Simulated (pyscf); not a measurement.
Single points on ωB97X-D3(BJ)/def2-SVP structures (PySCF, gas phase).

### Question
For the elementary gas-phase step HN=Ga–NH₂ + ammonia (NH₃) → H₂N–Ga(NH₂)–NH₂ (singlet surface; H–N broken, H–N, Ga–N formed), what barrier and reaction energy does ωB97M-D3(BJ)/def2-TZVP give, measured from the separated reactants?

### Answer
ΔE‡ = -12.8 kcal/mol, ΔE = -66.2 kcal/mol. Zero-point energy shifts the barrier by +0.7 kcal/mol. It is an addition across a multiple bond or ene-type step, with an imaginary mode of 1278i cm⁻¹. On the reactant side the descent ends in an adduct with a Ga–N contact, 22.8 kcal/mol under the separated species and 8.3 kcal/mol under the saddle at ωB97X-D3(BJ)/def2-TZVP. At ωB97M-D3(BJ) the saddle lies under the separated reactants, which points to a path from their complex (located at ωB97X-D3(BJ) alone). What is counted as formed (Ga–N) is already present as a longer contact in the reactant adduct; forming that adduct is a step of its own. One saddle was located; it need not be the lowest between these sides. Elements up to Kr have no core potential and no relativistic terms here.
